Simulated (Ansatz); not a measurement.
in.yaml

```yaml
crystal:
  periodic: [false, false, false]
  atoms:
    - {symbol: Ag, position_ang: [0.000000, 0.000000, 0.000000]}
    - {symbol: O, position_ang: [0.000000, 0.000000, 2.250400]}
basis:
  gaussian: {orbitals: def2-SVPD}
total_charge: 1
magnetization: {spin_polarized: false, initial_magnetization: 2}
hamiltonian: {xc: {name: B3LYP}}
correlation: {method: ccsd_t, electrons: outside_noble_gas, diis_vectors: 2}
```

```sh
$ ansatz run in.yaml --threads 1 --pin off --events-out ev --progress --plain --max-ram 2393MiB
```

The program prints:

```
555 factors; integrals over basis functions are off by at most 8.3e-4 eV
mean field evaluation 1: about -6028.4105 eV, gradient 4.8e1 eV
mean field evaluation 2: about -6028.4439 eV, gradient 4.8e1 eV
mean field evaluation 4: about -5990.7090 eV, gradient 8.8e1 eV
mean field evaluation 8: about -6033.6007 eV, gradient 2.0e-1 eV
mean field evaluation 16: about -6033.5258 eV, gradient 1.2e0 eV
mean field evaluation 32: about -6033.5927 eV, gradient 7.9e-1 eV
mean field -6033.60104133 eV, -221.7307485474 hartree, gradient 6.6e-7 eV, S^2 2.000000; 4 other end points of the search recorded, 0 dependent functions left out
mean field evaluation 64: about -6001.9014 eV, gradient 6.4e0 eV
mean field evaluation 96: about -6001.8207 eV, gradient 2.5e-2 eV
5 core orbitals not correlated: weight in the atoms' cores, before any rotation towards them, 1.000 or more for the frozen orbitals, at most 0.000 for the correlated occupied ones
reference -6001.43415464 eV, -220.5486372648 hartree; 9, 7 occupied and 43, 45 virtual orbitals, 555 factors
second order -9.35466119 eV of doubles, -0.58854197 eV of singles
cycle   1  -9.61469427 eV  change    3.0e-1 eV  update   8.1e-2
cycle   2  -9.80803570 eV  change   -1.9e-1 eV  update   4.0e-2
cycle   3  -9.87600486 eV  change   -6.8e-2 eV  update   1.0e-2
cycle   4  -9.88332391 eV  change   -7.3e-3 eV  update   5.8e-3
cycle   5  -9.88990542 eV  change   -6.6e-3 eV  update   2.6e-3
cycle   6  -9.88912198 eV  change    7.8e-4 eV  update   1.4e-3
cycle   7  -9.88942071 eV  change   -3.0e-4 eV  update   7.4e-4
cycle   8  -9.88889391 eV  change    5.3e-4 eV  update   3.7e-4
cycle   9  -9.88893301 eV  change   -3.9e-5 eV  update   2.0e-4
cycle  10  -9.88878187 eV  change    1.5e-4 eV  update   1.1e-4
cycle  11  -9.88875404 eV  change    2.8e-5 eV  update   7.0e-5
cycle  12  -9.88872578 eV  change    2.8e-5 eV  update   4.5e-5
cycle  13  -9.88870817 eV  change    1.8e-5 eV  update   2.9e-5
cycle  14  -9.88870278 eV  change    5.4e-6 eV  update   1.8e-5
perturbative correction -0.22074528 eV, -0.0081122393 hartree
Total energy: -6011.54360270 eV, -220.9201526286 hartree
```

Ran on 1 thread of AMD EPYC, shared host: 25 s wall, 0.2 GiB peak host memory.
